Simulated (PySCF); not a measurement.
# C3H3F (HC≡CCH2F): the cost of one run

Computed with PySCF 2.14.0, with density-fitted response routines of our own, on a single molecule, in the gas phase or a continuum. Atoms count from 0, in the outputs and in this text.

## Step 1: The starting structure

7 atoms, charge 0, multiplicity 1; geometry from: GFN2-xTB. The atoms were then displaced at random by about 0.01 Å, so the start is not that level's minimum.

Bonds of the start (Å): C0–C1 1.22, C1–C2 1.46, C2–F3 1.36, C0–H4 1.03, C2–H5 1.08, C2–H6 1.10.

## Step 2: Relaxing the molecule at PBE0-D3(BJ)/def2-TZVP

The job: settings as JSON, then the geometry in Å.

```
{"job": {"xc": "PBE0", "basis": "def2-TZVP", "d3": "d3bj", "grid": 2, "shake": 0.01, "kind": "geom"}, "charge": 0, "multiplicity": 1}
C      1.726410     0.137850     0.033660
C      0.516600    -0.013190     0.007760
C     -0.939430    -0.155420    -0.026230
F     -1.507340     1.074700    -0.114600
H      2.744040     0.286170     0.036920
H     -1.237160    -0.733150    -0.893680
H     -1.269160    -0.626060     0.906250
```

The run is started by

```console
> OMP_NUM_THREADS=1 python probes_run.py task.json out
```

This one command runs all jobs of the session in turn.

Q: Estimate the wall time and peak memory of this first job on 1 thread of AMD EPYC 7R43, shared host.

About 52 s, with a peak of 0.55 GiB.
